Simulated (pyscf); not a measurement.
Thermochemistry of product channels of `[CH2]=[C]=[CH2]` + `[F]` [doublet] on the doublet surface, in eV, from CCSD(T)/def2-TZVPP + ΔMP2(QZVPP) energies (ideal gas, 1 atm, RRHO with modes under 100 cm⁻¹ raised to 100, one conformer, R ln 2 for rigid chiral ones). PySCF, gas phase, ωB97X-D3(BJ)/def2-SVP geometries. MP2 and CC: frozen core, UHF for open shells. ΔMP2 is the change of the MP2 total energy from the triple- to the quadruple-zeta basis.

```json
[
 {"products": "`[CH]=[C]=[CH2]` [doublet] + `[FH]`", "ΔE": "-1.83", "ΔH(298 K)": "-1.92", "ΔG(600 K)": "-2.13", "ΔG(1200 K)": "(withheld)"},
 {"products": "`[CH2]` [triplet] + `[CH]#[C][F]` + `[H]` [doublet]", "ΔE": "+4.99", "ΔH(298 K)": "+4.61", "ΔG(600 K)": "+3.69", "ΔG(1200 K)": "+2.69"},
 {"products": "`[F][C]1[CH2][CH2]1` [doublet]", "ΔE": "(withheld)", "ΔH(298 K)": "-1.70", "ΔG(600 K)": "-0.96", "ΔG(1200 K)": "(withheld)"},
 {"products": "`[CH2]=[CH][CH][F]` [doublet]", "ΔE": "-3.00", "ΔH(298 K)": "-2.94", "ΔG(600 K)": "-2.26", "ΔG(1200 K)": "-1.58"},
 {"products": "`[CH2][C](=[CH2])[F]` [doublet]", "ΔE": "-3.11", "ΔH(298 K)": "-3.07", "ΔG(600 K)": "-2.34", "ΔG(1200 K)": "-1.62"}
]
```

Problem. Complete the blanks.

Solution. 
- `[CH]=[C]=[CH2]` [doublet] + `[FH]`, ΔG(1200 K): -2.36
- `[F][C]1[CH2][CH2]1` [doublet], ΔE: -1.79
- `[F][C]1[CH2][CH2]1` [doublet], ΔG(1200 K): -0.19

These are energies of the channels, which say nothing of barriers. The CCSD(T) − MP2 part came from Ansatz, without density fitting, on the same reference. A UHF reference is spin-contaminated (<S²> up to 0.98), which harms MP2 most. Left out: orbital degeneracy and the spin-orbit lowering of F.
